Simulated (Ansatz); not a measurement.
# C4H5N: how energies converge with the basis set

The task here is to estimate one member of a computed series from the others.

Method: one geometry, several basis sets; program: Ansatz 0.2.0, Gaussian basis.

The runs, in order: PBE0-D4/def2-SVP; ωB97M-V/def2-SVP; PBE0-D4/def2-QZVPP; ωB97M-V/def2-QZVPP; the functionals' def2-TZVPP values are taken from earlier runs.

## Structure used throughout

An earlier PBE0-D4 in a triple-zeta def2 set relaxation fixed the geometry.

SMILES `C=C1CC1=N`, 10 atoms, charge 0, spin multiplicity 1.

Atoms are counted from 1 here; the program's logs count them from 0.

Bond lengths: C1–C2 1.319 Å, C1–H6 1.084 Å, C1–H7 1.085 Å, C2–C3 1.501 Å, C2–C4 1.412 Å, C3–C4 1.493 Å, C3–H8 1.089 Å, C3–H9 1.089 Å, C4–N5 1.257 Å, N5–H10 1.021 Å. Angles: C2–C1–H6 120.7°, C2–C1–H7 121.5°, H6–C1–H7 117.8°, C1–C2–C3 146.7°, C1–C2–C4 151.7°, C3–C2–C4 61.6°, C2–C3–C4 56.3°, C2–C3–H8 118.5°, C2–C3–H9 118.5°, C4–C3–H8 118.7°, C4–C3–H9 118.7°, H8–C3–H9 114.3°, C2–C4–C3 62.1°, C2–C4–N5 147.4°, C3–C4–N5 150.5°, C4–N5–H10 110.4°.

The first run:

Contents of in.yaml:

```yaml
crystal:
  periodic: [false, false, false]
  atoms:
    - {symbol: C, position_ang: [-1.827952, -0.004175, -0.130221]}
    - {symbol: C, position_ang: [-0.514870, -0.026249, -0.004259]}
    - {symbol: C, position_ang: [0.660259, -0.496774, 0.802295]}
    - {symbol: C, position_ang: [0.782773, 0.318295, -0.442543]}
    - {symbol: N, position_ang: [1.489111, 0.907416, -1.299513]}
    - {symbol: H, position_ang: [-2.295584, 0.514170, -0.959862]}
    - {symbol: H, position_ang: [-2.473961, -0.499589, 0.586566]}
    - {symbol: H, position_ang: [0.926857, -1.551691, 0.764232]}
    - {symbol: H, position_ang: [0.856090, -0.019167, 1.760897]}
    - {symbol: H, position_ang: [2.480277, 0.806563, -1.074691]}
basis:
  gaussian: {orbitals: def2-SVP}
hamiltonian: {xc: pbe0, dispersion: d4}
output: {orbitals: {seedname: orbitals}}
```

The run is started by

```console
> ansatz run in.yaml --threads 2 --pin off --events-out ev --progress --plain --max-ram 4352MiB
```

Steps of the session up to this table: PBE0-D4 in def2-SVP; ωB97M-V in def2-SVP; PBE0-D4 in def2-QZVPP; ωB97M-V in def2-QZVPP.

One table of the session follows, with a row left open; its other results are not shown here.

It belongs to the step «Density functionals: the series». 

| functional | basis | HOMO (eV) |
| --- | --- | --- |
| PBE0-D4 | def2-SVP | -7.13 |
| PBE0-D4 | def2-TZVPP | ? |
| PBE0-D4 | def2-QZVPP | -7.33 |
| ωB97M-V | def2-SVP | -9.43 |
| ωB97M-V | def2-TZVPP | -9.62 |
| ωB97M-V | def2-QZVPP | -9.65 |

Q: Estimate the row for PBE0-D4, def2-TZVPP from the others.

As computed: HOMO (eV): -7.30. In the column «HOMO (eV)» it lies between PBE0-D4, def2-QZVPP (-7.33) and PBE0-D4, def2-SVP (-7.13).
